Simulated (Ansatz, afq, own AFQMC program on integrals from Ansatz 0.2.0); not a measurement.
**BH3 + GeH$_{3}$, doublet: a scan with AFQMC**

```yaml
atoms:
  - { symbol: B, position_ang: [-2.6113, 0.0000, 0.0000] }
  - { symbol: H, position_ang: [-3.2080, 1.0336, 0.0000] }
  - { symbol: H, position_ang: [-3.2080, -1.0336, 0.0000] }
  - { symbol: H, position_ang: [-1.4178, 0.0000, 0.0000] }
  - { symbol: Ge, position_ang: [0.4587, 0.0000, 0.0000] }
  - { symbol: H, position_ang: [0.9274, -1.4659, 0.0000] }
  - { symbol: H, position_ang: [0.9274, 0.7330, -1.2695] }
  - { symbol: H, position_ang: [0.9274, 0.7330, 1.2695] }
```

A hydrogen atom is moved from one rigid fragment to the other; the B1–H4 distance tells how far. The two fragments are held close together, so this isn't a minimum-energy path and the start is a compressed complex. Energies in kcal/mol count from this geometry (1.194 Å) at the same level; the start stands on UHF, each point on the determinant named.

Basis cc-pVDZ. Only valence electrons are correlated. Integrals, coupled cluster, full CI and functionals: Ansatz 0.2.0; the random walks run on the same integrals in our own AFQMC program. ph-AFQMC/CISD is guided by a CISD state made of CCSD amplitudes; releasing the constraint for a short imaginary time cuts its bias at the price of noise, slowly where states lie close. Uncertainties: one standard error, sampling alone. No spin–orbit coupling.

Cautions, each for one point or more: inner d shell frozen; no relativity below Rb; no spin-orbit coupling.

```
r(B1–H4) / Å  det.     T1  weight  ⟨S²⟩  CCSD(T)  ph-AFQMC/CISD  CCSDT(Q)  CCSD    HF
       1.292   UHF  0.011    0.88  0.76      2.4     2.3 ± 0.08       2.3   2.5   3.5
       1.342   UHF  0.011    0.87  0.77      4.5      4.5 ± 0.1       4.5   4.7   6.1
       1.391   UHF  0.012    0.87  0.77      6.8     6.8 ± 0.08       6.8   7.1   8.6
       1.441   UHF  0.012    0.87  0.77      9.3     9.3 ± 0.08       9.2   9.6  11.0
       1.540  UHF†  0.012    0.87  0.77     13.4    13.4 ± 0.09      13.3  13.7  15.0
```

Weight is that of the determinant in the CISD state; at the start T1 is 0.010 and the weight 0.88, and ⟨S²⟩ is 0.76. A dagger marks points whose determinant fills other symmetries than the start's, so the wave-function levels may follow another state there, or a degenerate partner. Largest departures from CCSDT(Q), at the points where its series has closed: CCSD(T) 0.1 kcal/mol at 1.540 (on UHF), ph-AFQMC/CISD 0.1 kcal/mol at 1.540 (on UHF) (within the noise), CCSD 0.4 kcal/mol at 1.540 (on UHF), HF 1.8 kcal/mol at 1.391 (on UHF).

Some points may be missing: those where a free walk finds a much lower state, and past Zn most of those on another determinant than at the start.

A walk keeps the symmetry of its determinant, which the program's search chose and which needn't be the lowest solution, so a lower state of the same spin and another symmetry isn't excluded.
